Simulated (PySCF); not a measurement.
Computed IR spectrum (relative IR intensity) of a molecule C4H5N. Geometry: PBE-D3(BJ)/def2-SVP. One conformer was computed; it need not be the lowest. These are PBE-D3(BJ)/def2-SVP (PySCF) values and carry that method's errors. No scaling factor is applied to the harmonic values.

Lines under 2 % of the strongest are left out, and lines within 2 cm⁻¹ are merged.

```tsv
ν (cm⁻¹)	relative intensity
506	52
701	100
806	2.2
1005	21
1029	22
1063	5.5
1128	3.0
1164	2.6
1257	2.5
1440	3.0
1472	6.7
3587	52
```

Identify the compound among the candidates.
A. N#CC1CC1
B. C/C=C/C#N
C. C#C/C=N/C
D. c1cc[nH]c1

D, c1cc[nH]c1
